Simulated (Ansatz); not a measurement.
The same path of BFH2 + H2 (6 atoms, charge 0, multiplicity 1) was run twice with different band settings. Lost on the way: B1–F2, H5–H6. Made: B1–H5, F2–H6.

Method: Ansatz, RKS PBE0-D4/def2-SVPD.

Relaxed end points:

```xyz
6
Properties=species:S:1:pos:R:3
B -0.009 0.423 0.038
F -0.021 0.929 1.262
H 1.063 0.253 -0.486
H -1.071 0.186 -0.480
H 0.075 -2.295 0.610
H 0.074 -2.021 1.320
```

```xyz
6
Properties=species:S:1:pos:R:3
B 0.015 -0.362 -0.296
F 0.013 -0.067 1.712
H 1.038 0.233 -0.513
H -1.046 0.168 -0.504
H 0.053 -1.568 -0.182
H 0.038 -0.930 2.047
```

Common settings: movable images 7; climbing image yes; spring 5.0 eV/Å²; optimiser quadratic models (default); force threshold 0.03 eV/Å; iteration limit 60; end points relaxed.

| run | start path |
| --- | --- |
| 1 | through a guess of the saddle point |
| 2 | straight line |

Problem. What does each run give, and how far can it be trusted?

Solution. Run 1: converged after 11 iterations, highest image 1.446 eV above the first end. A vibrational analysis at the climbing image gives one clearly imaginary mode, 1112i cm⁻¹: a first-order saddle point.
Run 2: converged after 10 iterations, highest image 1.446 eV above the first end. Another band between the same ends (7 images) ends at a top of the same energy, where a vibrational analysis finds 1 clearly imaginary mode.
The orbitals stay closed-shell, which can raise the energy where a bond breaks towards radicals; this wasn't checked here.
